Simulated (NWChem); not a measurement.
Total energies of nitrogen (N₂)

```xyz
2

N      0.0000     0.0000     0.5502
N      0.0000     0.0000    -0.5502
```
Charge 0, spin multiplicity 1.

The numbers come from NWChem runs, not from measurements. The geometry was optimised at B3LYP/def2-SVP, a minimum by its harmonic frequencies.

Basis set: def2-SVP (28 functions).

```csv
method,total energy (Ha)
RHF,-108.85171
MP2,-109.16189
B2PLYP,-109.34955
PBE,-109.32083
B3LYP,-109.43922
M06-2X,-109.40174
CCSD(T),-109.17582
```

Total energies of different functionals aren't comparable as a measure of quality: only differences taken within one method are. 

The correlated methods keep 2 core orbitals frozen. B3LYP has NWChem's definition, with VWN1-RPA local correlation. Coupled-cluster values serve here as a point of comparison, not as the truth.
